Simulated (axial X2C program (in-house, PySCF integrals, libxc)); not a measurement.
Potential curves of LiP⁻, two-component

Calculated with an in-house relativistic program for diatomic molecules. Two-component (2c) means X2C with spin–orbit coupling and atomic mean-field two-electron Coulomb and Gaunt terms. Basis: P dyall-av3z [9s8p3d2f], Li dyall-av3z [9s9p3d] (cores contracted in-house); Gaussian nuclei, density fitting, unrestricted open shells. Masses: P 30.974 u, Li 7.016 u.

State: Ω = 3/2 (⟨Sz⟩ = 1.50, ⟨Lz⟩ = 0.00 at HF). Energies in kJ/mol from the fragments at the same level (P- + Li). Fits are polynomials in 1 − R0/R over 0.85 to 1.23 times the lowest point R0.

```csv
R (Å),MP2
1.9671,-82.61
2.0575,-111.70
2.1253,-127.00
2.1932,-137.93
2.2610,-145.33
2.3401,-150.46
2.4193,-152.68
2.5210,-152.36
2.6454,-148.61
2.7052,-145.90
2.8262,-139.27
```

Correlated methods: 7 electrons correlated (number of frozen shells: P 2 s, 1 p; Li 1 s), 191 virtual spin orbitals or spinors in MP2.

The state is a single determinant with fixed occupations, the lowest that a limited PBE0 search found. De is counted from the lowest determinant-based energies of the atoms at the same level, without counterpoise correction. Other states lie close and PBE0, whose exact exchange favours high spin, may order them wrongly; the determinant shown need not be the ground state. The nearest other spin-free determinant of the search, M_S = 1/2, Λ = 0, lies 0.02 eV up at the distance of the search. With several unpaired electrons one determinant need not be a pure state. A state of lower Ω lies just above, and one determinant can place such states too high, so the state shown need not be the lowest. The search has Ω = 1/2 only 0.02 eV up. This is the top spin component of a Σ state; components of lower Ω are not single determinants and can lie lower. MP2 and coupled cluster on one determinant become unreliable at the stretched end.

Question: Fit the MP2 curve near its minimum: give the equilibrium distance, the harmonic wavenumber and the well depth.

Answer: At MP2, 2c: Re = 2.458 Å, ωe ≈ 388 cm⁻¹, De = 1.58 eV to P- + Li; Be follows as 0.488 cm⁻¹.
